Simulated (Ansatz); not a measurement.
in.yaml

```yaml
crystal:
  periodic: [false, false, false]
  atoms:
    - {symbol: Ge, position_ang: [0.000000, 0.000000, 0.000000]}
    - {symbol: H, position_ang: [0.884324, 0.887199, 0.886047]}
    - {symbol: H, position_ang: [-0.887886, -0.884021, 0.885661]}
    - {symbol: H, position_ang: [-0.883825, 0.884513, -0.889224]}
    - {symbol: H, position_ang: [0.887387, -0.887691, -0.882484]}
basis:
  gaussian: {orbitals: "6-31G*"}
magnetization: {spin_polarized: false}
correlation: {method: mp2, frozen_orbitals: {Ge: 9}}
scf: {lower_state_search: off}
```

```sh
$ ansatz run in.yaml --threads 1 --pin off --events-out ev --progress --plain --max-ram 2393MiB
```

Q: How does this run end?

A: Refused. The input was made wrong on purpose (wrong frozen-orbital counts), so the run isn't a sound calculation of what was asked.
```
these checks for a lower state are left out or cut short: stability, starts, cluster_reference, orbital_swaps, neighbouring_geometries, increment
Error: "frozen_orbitals" has no count for H
```
